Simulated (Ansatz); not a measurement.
# AlH₃Cl (doublet): the correlation ladder at distance Al1–H4 along a hydrogen transfer = 1.877 Å, cc-pVDZ

Aim: climb from Hartree-Fock through coupled cluster and multireference methods for AlH₃Cl (doublet) at one geometry and basis, and see what each rung misses.

Computed with Ansatz 0.2.0, Gaussian basis. Level: cc-pVDZ, core rule «outside noble gas», up to 10 orbitals frozen.

Plan: UHF; CCSD(T) on ROHF; CCSD(T) on UHF; BCCD(T) on ROHF; CISD; CCSDT(Q) on ROHF; CCSDT(Q) on UHF; CASSCF and MRCISD+Q, 3 electrons in 3 orbitals; CASSCF and NEVPT2, 3 electrons in 3 orbitals.

13 further runs of the same task are left out: 9 for a known fault of the program, 4 that didn't finish.

### Step 1. The system

The geometry derives from fragments relaxed apart (PBE0/def2-TZVP) and kept rigid, so it is no stationary point. A hydrogen atom is moved between rigid fragments.

5 atoms, charge 0, spin multiplicity 2.

Atoms are counted from 1 here; the program's logs count them from 0.

Bond lengths: Al1–H2 1.586 Å, Al1–H3 1.586 Å, Al1–H4 1.877 Å, H4–Cl5 1.467 Å. Angles: H2–Al1–H3 120.0°, H2–Al1–H4 120.0°, H3–Al1–H4 120.0°, Al1–H4–Cl5 180.0°.

In the tables R marks a restricted open-shell determinant and U an unrestricted one; 'pair' is the active space of 3 electrons in 3 orbitals; energies count from the table's Hartree-Fock row.

### Step 2. UHF

File in.yaml:

```yaml
crystal:
  periodic: [false, false, false]
  atoms:
    - {symbol: Al, position_ang: [-1.815632, 0.000000, 0.000000]}
    - {symbol: H, position_ang: [-2.608556, 1.373384, 0.000000]}
    - {symbol: H, position_ang: [-2.608556, -1.373384, 0.000000]}
    - {symbol: H, position_ang: [0.061368, 0.000000, 0.000000]}
    - {symbol: Cl, position_ang: [1.528368, 0.000000, 0.000000]}
basis:
  gaussian: {orbitals: cc-pVDZ}
magnetization: {spin_polarized: true, initial_magnetization: 1}
hamiltonian: {xc: hf}
output: {orbitals: {seedname: orbitals}}
```

On the command line:

```sh
ansatz run in.yaml --threads 1 --pin off --events-out ev --progress --plain --max-ram 2393MiB
```

What it wrote:

```text
Functional definition: HF
  name "HF"
  cite "Fock, Z. Phys. 61, 126 (1930) doi:10.1007/BF01340294"
  parent pbe
  exchange = exact_x
  correlation = 0
504 factors; integrals over basis functions are off by at most 1.3e-3 eV
mean field evaluation 1: about -19131.0704 eV, gradient 1.0e1 eV
mean field evaluation 2: about -19131.0717 eV, gradient 1.0e1 eV
mean field evaluation 4: about -19132.1770 eV, gradient 1.4e0 eV
mean field evaluation 8: about -19132.2187 eV, gradient 4.3e-3 eV
mean field -19132.21874355 eV, -703.0960705418 hartree, gradient 1.1e-5 eV, S^2 0.769197; 0 other end points of the search recorded, 0 dependent functions left out
reference -19132.21874355 eV, -703.0960705418 hartree; 17, 16 occupied and 34, 35 virtual orbitals, 504 factors
Total energy: -19132.21874355 eV, -703.0960705418 hartree
```

Run time: 0.51 s. Hardware: 1 thread of Arm Neoverse V1, shared host.

From the report: ⟨S²⟩ of the determinant 0.769 (pure doublet: 0.75).

### Step 3. CCSD(T) on ROHF

in.yaml: that of step 2 with these lines changed.

```diff
@@ -10,4 +10,3 @@
   gaussian: {orbitals: cc-pVDZ}
-magnetization: {spin_polarized: true, initial_magnetization: 1}
-hamiltonian: {xc: hf}
-output: {orbitals: {seedname: orbitals}}
+magnetization: {spin_polarized: false, initial_magnetization: 1}
+correlation: {method: ccsd_t, electrons: outside_noble_gas}
```

Same command.

What it wrote, shortened:

```text
Functional definition: HF
  name "HF"
  cite "Fock, Z. Phys. 61, 126 (1930) doi:10.1007/BF01340294"
  parent pbe
[...]
504 factors; integrals over basis functions are off by at most 1.3e-3 eV
[...]
mean field -19132.09315031 eV, -703.0914550755 hartree, gradient 1.8e-6 eV, S^2 0.750000; 3 other end points of the search recorded, 0 dependent functions left out
determinant -19132.09315031 eV, -703.0914550755 hartree, with singles and doubles -19138.89527659 eV, -703.3414286055 hartree
determinant -19129.45751981 eV, -702.9945974410 hartree, with singles and doubles -19136.59870971 eV, -703.2570313295 hartree
determinant -19128.74340052 eV, -702.9683540411 hartree, with singles and doubles -19135.47625001 eV, -703.2157816960 hartree
determinant -19128.72807022 eV, -702.9677906630 hartree, with singles and doubles -19135.45988006 eV, -703.2151801117 hartree
10 core orbitals not correlated: weight in the atoms' cores, before any rotation towards them, 1.000 or more for the frozen orbitals, at most 0.000 for the correlated occupied ones
reference -19132.09315031 eV, -703.0914550755 hartree; 7, 6 occupied and 34, 35 virtual orbitals, 504 factors
second order -5.81149694 eV of doubles, -0.05945752 eV of singles
cycle   1  -6.80214545 eV  change   -1.9e-5 eV  update   3.9e-4
[...]
cycle   6  -6.80216869 eV  change   -1.4e-5 eV  update   3.7e-6
perturbative correction -0.12321760 eV, -0.0045281632 hartree
Total energy: -19139.01853660 eV, -703.3459583272 hartree
```

Run time: 3.4 s. Hardware: 1 thread of Arm Neoverse V1, shared host.

From the report: correlation -6.9254 eV; T1 0.017; largest double amplitude 0.04.

### Step 4. CCSD(T) on UHF

in.yaml: that of step 3 with these lines changed.

```diff
@@ -10,3 +10,3 @@
   gaussian: {orbitals: cc-pVDZ}
-magnetization: {spin_polarized: false, initial_magnetization: 1}
+magnetization: {spin_polarized: true, initial_magnetization: 1}
 correlation: {method: ccsd_t, electrons: outside_noble_gas}
```

Launched as before.

What it wrote, shortened:

```text
Functional definition: HF
  name "HF"
  cite "Fock, Z. Phys. 61, 126 (1930) doi:10.1007/BF01340294"
  parent pbe
[...]
504 factors; integrals over basis functions are off by at most 1.3e-3 eV
[...]
mean field -19132.21874355 eV, -703.0960705418 hartree, gradient 4.2e-6 eV, S^2 0.769197; 2 other end points of the search recorded, 0 dependent functions left out
determinant -19132.21874355 eV, -703.0960705418 hartree, with singles and doubles -19138.89913769 eV, -703.3415704982 hartree
determinant -19129.57895528 eV, -702.9990601123 hartree, with singles and doubles -19136.59950447 eV, -703.2570605362 hartree
determinant -19128.84660906 eV, -702.9721468851 hartree, with singles and doubles -19135.46279982 eV, -703.2152874109 hartree
10 core orbitals not correlated: weight in the atoms' cores, before any rotation towards them, 1.000 or more for the frozen orbitals, at most 0.000 for the correlated occupied ones
reference -19132.21874355 eV, -703.0960705418 hartree; 7, 6 occupied and 34, 35 virtual orbitals, 504 factors
second order -5.71151024 eV of doubles, -0.00000000 eV of singles
cycle   1  -6.68043738 eV  change   -4.3e-5 eV  update   4.8e-4
[...]
cycle   7  -6.68053052 eV  change   -2.5e-6 eV  update   1.6e-6
perturbative correction -0.11875018 eV, -0.0043639885 hartree
Total energy: -19139.01802425 eV, -703.3459394988 hartree
```

Wall time 3 s (1 thread of Arm Neoverse V1, shared host).

From the report: ⟨S²⟩ of the determinant 0.769 (pure doublet: 0.75); correlation -6.7993 eV; T1 0.013; largest double amplitude 0.04.

### Step 5. BCCD(T) on ROHF

in.yaml: that of step 4 with these lines changed.

```diff
@@ -10,3 +10,3 @@
   gaussian: {orbitals: cc-pVDZ}
-magnetization: {spin_polarized: true, initial_magnetization: 1}
-correlation: {method: ccsd_t, electrons: outside_noble_gas}
+magnetization: {spin_polarized: false, initial_magnetization: 1}
+correlation: {method: bccd_t, electrons: outside_noble_gas}
```

The command is unchanged.

What it wrote, shortened:

```text
Functional definition: HF
  name "HF"
  cite "Fock, Z. Phys. 61, 126 (1930) doi:10.1007/BF01340294"
  parent pbe
[...]
504 factors; integrals over basis functions are off by at most 1.3e-3 eV
[...]
mean field -19132.09315031 eV, -703.0914550755 hartree, gradient 1.8e-6 eV, S^2 0.750000; 3 other end points of the search recorded, 0 dependent functions left out
determinant -19132.09315031 eV, -703.0914550755 hartree, with singles and doubles -19138.89527659 eV, -703.3414286055 hartree
determinant -19129.45751981 eV, -702.9945974410 hartree, with singles and doubles -19136.59870971 eV, -703.2570313295 hartree
determinant -19128.74340052 eV, -702.9683540411 hartree, with singles and doubles -19135.47625001 eV, -703.2157816960 hartree
determinant -19128.72807022 eV, -702.9677906630 hartree, with singles and doubles -19135.45988006 eV, -703.2151801117 hartree
10 core orbitals not correlated: weight in the atoms' cores, before any rotation towards them, 1.000 or more for the frozen orbitals, at most 0.000 for the correlated occupied ones
reference -19132.09315031 eV, -703.0914550755 hartree; 7, 6 occupied and 34, 35 virtual orbitals, 504 factors
second order -5.81149694 eV of doubles, -0.05945752 eV of singles
cycle   1  -6.80365707 eV  change   -1.5e-3 eV  update   4.8e-3
[...]
cycle   8  -6.80158881 eV  change   -3.0e-7 eV  update   8.1e-6
perturbative correction -0.12380862 eV, -0.0045498828 hartree
Total energy: -19139.01854774 eV, -703.3459587369 hartree
```

It took 3.8 s on 1 thread of Arm Neoverse V1, shared host.

From the report: correlation -6.9254 eV; largest double amplitude 0.04.

### Step 6. CISD

in.yaml: that of step 5 with these lines changed.

```diff
@@ -11,2 +11,2 @@
 magnetization: {spin_polarized: false, initial_magnetization: 1}
-correlation: {method: bccd_t, electrons: outside_noble_gas}
+correlation: {active_space: {ras: {orbitals: [6, 1, 34], electrons: 13, max_holes: 2, max_particles: 2}, fixed_orbitals: true}}
```

Launched as before.

What it wrote:

```text
Functional definition: HF
  name "HF"
  cite "Fock, Z. Phys. 61, 126 (1930) doi:10.1007/BF01340294"
  parent pbe
  exchange = exact_x
  correlation = 0
504 factors; integrals over basis functions are off by at most 1.3e-3 eV
mean field evaluation 1: about -19131.0290 eV, gradient 1.3e1 eV
mean field evaluation 2: about -19131.0303 eV, gradient 1.3e1 eV
mean field evaluation 4: about -19132.0785 eV, gradient 1.3e0 eV
mean field evaluation 8: about -19132.0932 eV, gradient 7.0e-4 eV
mean field -19132.09315031 eV, -703.0914550755 hartree, gradient 1.8e-6 eV, S^2 0.750000; 0 other end points of the search recorded, 0 dependent functions left out
reference -19132.09315031 eV, -703.0914550755 hartree; 17, 16 occupied and 34, 35 virtual orbitals, 504 factors
state -19138.34485200 eV, -703.3212008751 hartree
Total energy: -19138.34485200 eV, -703.3212008751 hartree
```

Wall time 3.4 s (1 thread of Arm Neoverse V1, shared host).

From the report: 29,323 determinants.

### Step 7. CCSDT(Q) on ROHF

in.yaml: that of step 6 with these lines changed.

```diff
@@ -11,2 +11,2 @@
 magnetization: {spin_polarized: false, initial_magnetization: 1}
-correlation: {active_space: {ras: {orbitals: [6, 1, 34], electrons: 13, max_holes: 2, max_particles: 2}, fixed_orbitals: true}}
+correlation: {method: ccsdt_q, electrons: outside_noble_gas}
```

The command is unchanged.

What it wrote, shortened:

```text
Functional definition: HF
  name "HF"
  cite "Fock, Z. Phys. 61, 126 (1930) doi:10.1007/BF01340294"
  parent pbe
[...]
953 factors; integrals over basis functions are off by at most 2.5e-7 eV
[...]
mean field -19132.09320947 eV, -703.0914572496 hartree, gradient 1.8e-6 eV, S^2 0.750000; 3 other end points of the search recorded, 0 dependent functions left out
determinant -19132.09320947 eV, -703.0914572496 hartree, with singles and doubles -19138.89535559 eV, -703.3414315086 hartree
determinant -19129.45760826 eV, -702.9946006914 hartree, with singles and doubles -19136.59881552 eV, -703.2570352178 hartree
determinant -19128.74345222 eV, -702.9683559410 hartree, with singles and doubles -19135.47631185 eV, -703.2157839688 hartree
determinant -19128.72812134 eV, -702.9677925418 hartree, with singles and doubles -19135.45994143 eV, -703.2151823671 hartree
10 core orbitals not correlated: weight in the atoms' cores, before any rotation towards them, 1.000 or more for the frozen orbitals, at most 0.000 for the correlated occupied ones
reference -19132.09320947 eV, -703.0914572496 hartree; 7, 6 occupied and 34, 35 virtual orbitals, 953 factors
second order -5.81155661 eV of doubles, -0.05945773 eV of singles
cycle   1  -6.54325539 eV  change   -6.7e-1 eV  update   6.8e-2
[...]
cycle  16  -6.94625634 eV  change   -6.4e-7 eV  update   4.0e-7
perturbative correction -0.01009669 eV, -0.0003710465 hartree
Total energy: -19139.04956251 eV, -703.3470985084 hartree
```

Run time: 54 s. Hardware: 1 thread of Arm Neoverse V1, shared host; peak memory 0.7 GiB.

From the report: correlation -6.9564 eV; T1 0.017; largest double amplitude 0.04.

### Step 8. CCSDT(Q) on UHF

in.yaml: that of step 7 with these lines changed.

```diff
@@ -10,3 +10,3 @@
   gaussian: {orbitals: cc-pVDZ}
-magnetization: {spin_polarized: false, initial_magnetization: 1}
+magnetization: {spin_polarized: true, initial_magnetization: 1}
 correlation: {method: ccsdt_q, electrons: outside_noble_gas}
```

The command is unchanged.

What it wrote, shortened:

```text
Functional definition: HF
  name "HF"
  cite "Fock, Z. Phys. 61, 126 (1930) doi:10.1007/BF01340294"
  parent pbe
[...]
953 factors; integrals over basis functions are off by at most 2.5e-7 eV
[...]
mean field -19132.21880311 eV, -703.0960727304 hartree, gradient 4.2e-6 eV, S^2 0.769197; 2 other end points of the search recorded, 0 dependent functions left out
determinant -19132.21880311 eV, -703.0960727304 hartree, with singles and doubles -19138.89921662 eV, -703.3415733988 hartree
determinant -19129.57904408 eV, -702.9990633756 hartree, with singles and doubles -19136.59960935 eV, -703.2570643906 hartree
determinant -19128.84666028 eV, -702.9721487674 hartree, with singles and doubles -19135.46286114 eV, -703.2152896642 hartree
10 core orbitals not correlated: weight in the atoms' cores, before any rotation towards them, 1.000 or more for the frozen orbitals, at most 0.000 for the correlated occupied ones
reference -19132.21880311 eV, -703.0960727304 hartree; 7, 6 occupied and 34, 35 virtual orbitals, 953 factors
second order -5.71156901 eV of doubles, -0.00000000 eV of singles
cycle   1  -6.40999234 eV  change   -7.0e-1 eV  update   6.9e-2
[...]
cycle  16  -6.82107377 eV  change   -8.4e-7 eV  update   4.8e-7
perturbative correction -0.01000156 eV, -0.0003675506 hartree
Total energy: -19139.04987844 eV, -703.3471101187 hartree
```

Run time: 45 s. Hardware: 1 thread of Arm Neoverse V1, shared host; peak memory 0.55 GiB.

From the report: ⟨S²⟩ of the determinant 0.769 (pure doublet: 0.75); correlation -6.8311 eV; T1 0.014; largest double amplitude 0.04.

### Step 9. CASSCF and MRCISD+Q, 3 electrons in 3 orbitals

in.yaml: that of step 8 with these lines changed.

```diff
@@ -10,3 +10,3 @@
   gaussian: {orbitals: cc-pVDZ}
-magnetization: {spin_polarized: true, initial_magnetization: 1}
-correlation: {method: ccsdt_q, electrons: outside_noble_gas}
+magnetization: {spin_polarized: false, initial_magnetization: 1}
+correlation: {method: fic_mrcisd_q, electrons: outside_noble_gas, active_space: {window: {electrons: 3, orbitals: 3}}}
```

Same command.

What it wrote, shortened:

```text
Functional definition: HF
  name "HF"
  cite "Fock, Z. Phys. 61, 126 (1930) doi:10.1007/BF01340294"
  parent pbe
[...]
504 factors; integrals over basis functions are off by at most 1.3e-3 eV
[...]
mean field -19132.09315031 eV, -703.0914550755 hartree, gradient 1.8e-6 eV, S^2 0.750000; 0 other end points of the search recorded, 0 dependent functions left out
reference -19132.09315031 eV, -703.0914550755 hartree; 17, 16 occupied and 34, 35 virtual orbitals, 504 factors
state -19132.58442593 eV, -703.1095091213 hartree
contracted CI cycle   1: correlation 0.00000000 eV, 0.0000000000 hartree, residual 2.01e1 eV
contracted CI cycle   2: correlation -5.70183252 eV, -0.2095384803 hartree, residual 2.86e0 eV
contracted CI cycle   3: correlation -5.83859417 eV, -0.2145643780 hartree, residual 6.78e-1 eV
[...]
contracted CI cycle   2: correlation -5.78361925 eV, -0.2125440872 hartree, residual 2.78e0 eV
contracted CI cycle   3: correlation -5.92576649 eV, -0.2177679019 hartree, residual 6.68e-1 eV
contracted CI cycle   4: correlation -5.93421152 eV, -0.2180782510 hartree, residual 1.85e-1 eV
contracted CI cycle   5: correlation -5.93496036 eV, -0.2181057703 hartree, residual 5.39e-2 eV
contracted CI cycle   6: correlation -5.93501877 eV, -0.2181079169 hartree, residual 1.72e-2 eV
contracted CI cycle   7: correlation -5.93502456 eV, -0.2181081296 hartree, residual 6.25e-3 eV
contracted CI cycle   8: correlation -5.93502534 eV, -0.2181081584 hartree, residual 2.00e-3 eV
contracted CI cycle   9: correlation -5.93502542 eV, -0.2181081612 hartree, residual 6.56e-4 eV
state -19132.47690503 eV, -703.1055578013 hartree; corrected -19139.00166098 eV, -703.3453381597 hartree
state -19132.58442593 eV, -703.1095091213 hartree; corrected -19139.00488568 eV, -703.3454566652 hartree
Total energy: -19139.00488568 eV, -703.3454566652 hartree
```

It took 2.7 s on 1 thread of Arm Neoverse V1, shared host.

From the report: 9 determinants; active occupations 1.97, 1.00, 0.03.

### Step 10. CASSCF and NEVPT2, 3 electrons in 3 orbitals

in.yaml: that of step 9 with these lines changed.

```diff
@@ -11,2 +11,2 @@
 magnetization: {spin_polarized: false, initial_magnetization: 1}
-correlation: {method: fic_mrcisd_q, electrons: outside_noble_gas, active_space: {window: {electrons: 3, orbitals: 3}}}
+correlation: {method: sc_nevpt2, electrons: outside_noble_gas, active_space: {window: {electrons: 3, orbitals: 3}}}
```

The command is unchanged.

What it wrote, shortened:

```text
Functional definition: HF
  name "HF"
  cite "Fock, Z. Phys. 61, 126 (1930) doi:10.1007/BF01340294"
  parent pbe
[...]
504 factors; integrals over basis functions are off by at most 1.3e-3 eV
[...]
mean field -19132.09315031 eV, -703.0914550755 hartree, gradient 1.8e-6 eV, S^2 0.750000; 0 other end points of the search recorded, 0 dependent functions left out
reference -19132.09315031 eV, -703.0914550755 hartree; 17, 16 occupied and 34, 35 virtual orbitals, 504 factors
state -19132.58442593 eV, -703.1095091213 hartree
state -19132.58442593 eV, -703.1095091213 hartree; corrected -19137.97193559 eV, -703.3074964495 hartree
state -19132.47690503 eV, -703.1055578013 hartree
state -19132.47690503 eV, -703.1055578013 hartree; corrected -19137.96330267 eV, -703.3071791955 hartree
state -19132.58442593 eV, -703.1095091213 hartree; corrected -19137.97193559 eV, -703.3074964495 hartree
Total energy: -19137.97193559 eV, -703.3074964495 hartree
```

It took 2.1 s on 1 thread of Arm Neoverse V1, shared host.

From the report: 9 determinants; active occupations 1.97, 1.00, 0.03.

### Step 11. All levels against the top one

The yardstick is UCCSDT(Q), where the cluster series has nearly closed. Rows without a time come out of other runs: HF, MP2 and CCSD of CCSD(T), CCSDT of CCSDT(Q), CASSCF and MRCISD of the multireference runs.

Differences are taken before rounding.

```tsv
method	energy from the lowest RHF (kJ/mol)	from UCCSDT(Q) (kJ/mol)	time
RHF	0.0	+671.2	
UHF	-12.1	+659.1	
RMP2	-566.5	+104.8	
UMP2	-563.2	+108.0	
CISD	-603.2	+68.0	3.4 s
RCCSD	-656.3	+14.9	
UCCSD	-656.7	+14.5	
RCCSD(T)	-668.2	+3.0	3.4 s
UCCSD(T)	-668.1	+3.1	3 s
BCCD(T)	-668.2	+3.0	3.8 s
RCCSDT	-670.2	+1.0	
UCCSDT	-670.3	+1.0	
RCCSDT(Q)	-671.2	0.0	54 s
UCCSDT(Q)	-671.2	0	45 s
CASSCF pair	-47.4	+623.8	
NEVPT2 pair	-567.2	+104.0	2.1 s
MRCISD pair	-611.6	+59.6	
MRCISD+Q pair	-666.9	+4.3	2.7 s
```

Among the levels timed on like hardware and quicker than the yardstick, those that no quicker one beats, quickest first: NEVPT2 pair (2.1 s, +104.0 kJ/mol); MRCISD+Q pair (2.7 s, +4.3 kJ/mol); UCCSD(T) (3 s, +3.1 kJ/mol); RCCSD(T) (3.4 s, +3.0 kJ/mol); BCCD(T) (3.8 s, +3.0 kJ/mol).

### Step 12. Results

```
                         quantity                                                   value
   UCCSDT(Q) below the RHF energy                                              -6.9567 eV
              RMP2 from UCCSDT(Q)                                           +104.8 kJ/mol
              UMP2 from UCCSDT(Q)                                           +108.0 kJ/mol
             RCCSD from UCCSDT(Q)                                            +14.9 kJ/mol
          RCCSD(T) from UCCSDT(Q)                                             +3.0 kJ/mol
          UCCSD(T) from UCCSDT(Q)                                             +3.1 kJ/mol
         RCCSDT(Q) from UCCSDT(Q)                                              0.0 kJ/mol
       NEVPT2 pair from UCCSDT(Q)                                           +104.0 kJ/mol
     MRCISD+Q pair from UCCSDT(Q)                                             +4.3 kJ/mol
levels within 1 kcal/mol (43 meV)  RCCSD(T), UCCSD(T), BCCD(T), RCCSDT, UCCSDT, RCCSDT(Q)
                    T1 diagnostic                                                   0.017
```

What this shows: RCCSD(T) lands +3.0 kJ/mol from the yardstick (0.5 % of the correlation energy). Of the multireference levels listed MRCISD+Q pair comes nearest in total energy (+4.3 kJ/mol), which doesn't show that its space is the better one. These misses are within one basis, not against nature; the frozen cores of restricted and unrestricted runs differ, which can shift their rows.

For cost: BCCD(T) gets within 3.0 kJ/mol in 3.8 s, where UCCSDT(Q) took 45 s; the quickest level in the cost chart, NEVPT2 pair, takes 2.1 s and misses by 104.0 kJ/mol.
